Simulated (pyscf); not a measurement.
Single points on ωB97X-D3(BJ)/def2-SVP structures (PySCF, gas phase). MP2 and CC: frozen core, UHF for open shells. ΔMP2 is the change of the MP2 total energy from the triple- to the quadruple-zeta basis.

Estimate the classical barrier height and the reaction energy of H₂C=CH–F + H atom (H•) → vinyl (•HC=CH₂) + hydrogen fluoride (HF) at CCSD(T)/def2-TZVPP + ΔMP2(QZVPP). The step runs on the doublet surface, breaks C–F and forms F–H; take the separated reactants as zero.

ΔE‡ = 1.70 eV, ΔE = -0.60 eV. Zero-point energy shifts the barrier by -0.03 eV. It is an atom transfer, with an imaginary mode of 1993i cm⁻¹. One saddle was located; it need not be the lowest between these sides. The angle at the transferred F is 180°. The CCSD(T) − MP2 part came from Ansatz, without density fitting, on the same reference. A UHF reference is spin-contaminated (<S²> up to 1.00), which harms MP2 most.
